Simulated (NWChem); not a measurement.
**BH2Cl− (SMILES [BH2-]Cl): name the method**

The species is BH2Cl− (4 atoms), meant as a doublet with charge -1. As SMILES, `[BH2-]Cl`. The shape is that of a GFN2-xTB optimisation.

```xyz
4

B    -0.0727   -0.1943   -0.3373
Cl    1.3902    0.0624    0.8848
H    -0.9640   -0.7526    0.2646
H    -0.3535    0.8845   -0.8121
```

A calculation with NWChem 7.3.0 gave:

| Quantity | Value |
| --- | --- |
| total energy | -486.2110 Eh |
| HOMO energy | 0.25 eV |
| LUMO energy | 2.89 eV |
| ⟨S²⟩ | 0.755 |
| largest force | 0.682 eV/Å |

Which of these levels gave the numbers?
A. HF/3-21G
B. HF/def2-SVP
C. B3LYP/STO-3G
D. M06-2X/6-31+G* (spherical functions)

D. The others give -480.8145 Eh (B3LYP/STO-3G), -485.1719 Eh (HF/def2-SVP), -482.9944 Eh (HF/3-21G).
